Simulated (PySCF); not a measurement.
An EPR property job and its printed output. Input:

```
{"job": {"kind": "epr", "basis": "pcH-1"}, "charge": 0, "multiplicity": 2}
B      1.739470     0.152424    -0.198987
S      0.496520    -0.944455     0.174743
C     -1.057091     0.081458     0.295609
H      2.863333    -0.066364    -0.361226
H     -1.118507     0.742084    -0.561332
H     -1.891357    -0.610656     0.305252
H     -1.029035     0.650413     1.218455
```

Method used: UKS B3LYP, pcH-1 on B C H S, non-relativistic, mean-field spin-orbit, GIAO in PySCF. Isolated species at its GFN2-xTB geometry (one conformer only). The geometry wasn't refined by DFT: couplings that depend on bond lengths, twists or pyramidal angles can differ widely from those at the functional's own minimum.

Output of the driver script. The program numbers atoms from 0.

```
UKS, coarse grid
  cycle   1  E = -463.49611975  |g| = 1.76e-01
  cycle   2  E = -463.50157665  |g| = 1.35e-01
  cycle   3  E = -463.51009646  |g| = 4.47e-02
  cycle   4  E = -463.51107720  |g| = 1.47e-02
  cycle   5  E = -463.51122423  |g| = 3.56e-03
  cycle   6  E = -463.51123559  |g| = 2.39e-03
  cycle   7  E = -463.51123898  |g| = 6.60e-04
UKS, final grid
  cycle   1  E = -463.51125167  |g| = 7.63e-04
  cycle   2  E = -463.51125137  |g| = 1.10e-03
  cycle   3  E = -463.51125203  |g| = 9.03e-05
  cycle   4  E = -463.51125205  |g| = 5.72e-05
  cycle   5  E = -463.51125205  |g| = 2.62e-05
internal stability: stable
E = -463.51125205 Eh   <S^2> = 0.7539 (exact 0.7500)
g shifts (ppm)      1          2          3
  rmc           -97        -97        -97
  gc             12         54         19
  oz_so       -7107      -1363        793
  total       -7190      -1407        717
hyperfine (MHz)  atom isotope    a_iso     a_fc   dipolar eigenvalues
    0   11B     347.08     347.32    -41.71    -38.40     80.11
    1   33S      -6.05      -5.97    -10.13     -8.95     19.09
    2   13C      90.09      90.13     -6.30     -5.60     11.90
    3    1H      25.24      25.32    -18.83     -2.18     21.02
    4    1H      -5.23      -5.23     -5.57     -0.40      5.97
    5    1H       0.83       0.83     -3.80     -1.95      5.75
    6    1H      -5.64      -5.64     -4.30     -1.53      5.83
```

|g| in the SCF lines is the orbital gradient. In the g block, columns 1 to 3 are the principal axes in rising order; rmc is the relativistic mass correction, gc the gauge correction and oz_so the orbital-Zeeman/spin–orbit term. a_fc is the Fermi-contact part of a_iso, the rest being spin–orbit.

(1) What does the output say about convergence, stability and spin contamination?

(2) What are the principal g values and g_iso?

(3) Which couplings shape the isotropic spectrum at natural abundance (0.05 mT or more)? Keep the log's numbering.

(4) How large is the spin–orbit part of a_iso for atom 3 (1H)?

Answers

(1) The SCF converged after 12 cycles in all, 7 of them on the coarse grid, and the solution passed the internal stability test. ⟨S²⟩ = 0.7539 against the exact 0.7500, so spin contamination is small.

(2) Adding the total shifts to 2.002319 gives 1.99513, 2.00091, 2.00304; their mean shift is -2627 ppm, so g_iso = 1.99969.

(3) atom 0 (11B, I = 3/2): 347.1 MHz = 12.40 mT in magnitude, a 1:1:1:1 quartet; atom 3 (1H, I = 1/2): 25.2 MHz = 0.90 mT in magnitude, a 1:1 doublet; atoms 4, 5, 6 (1H, I = 1/2): mean -3.3 MHz = 0.12 mT in magnitude, a 1:3:3:1 quartet. Together 32 lines to first order. Means are taken over nuclei equivalent by connectivity, which assumes that they swap fast. The three 1H nuclei of mean -3.3 MHz run from -5.6 to 0.8 MHz in the frozen geometry. Main isotope only: 11B (natural samples also hold 20 % 10B, magnetic too, which adds its own pattern).

(4) a_iso − a_fc = 25.24 − (25.32) = -0.08 MHz.

The species is `[BH]SC` [radical]. The run used 125 basis functions and 11 iterations of the response equations. 

Time: 19 s (grids of density and orbitals included); peak memory 0.39 GiB. Hardware: Arm Neoverse V2, one thread (shared host).
Labels such as C1 count atoms from 1, the log's own numbers from 0.
